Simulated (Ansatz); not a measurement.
# Smallest direct gap on the k points sampled of BaAg2GeS4 (I-42m, No. 121) at several levels of theory

No measured value is used here.

```tsv
level (code)	value (eV)
LDA (Ansatz)	1.08
PBEsol (Ansatz)	1.13
B3LYP (VWN-RPA form) (Ansatz)	[?]
HSE06 (Ansatz)	2.14
PBE0 (Ansatz)	2.83
```

Q: Fill in the missing entries.

A: 
- B3LYP (VWN-RPA form) (Ansatz, a first-principles code), value (eV): 2.56

Computed values are for a static lattice. Levels without +SOC have no spin–orbit coupling; where heavier elements are present it shifts gaps, mostly down, and can invert bands.  Values are at the measured cell. Cutoffs and k meshes differ between the levels. Ansatz's density-functional and Hartree–Fock values are scalar-relativistic unless marked +SOC, with PAW data made under PBE.
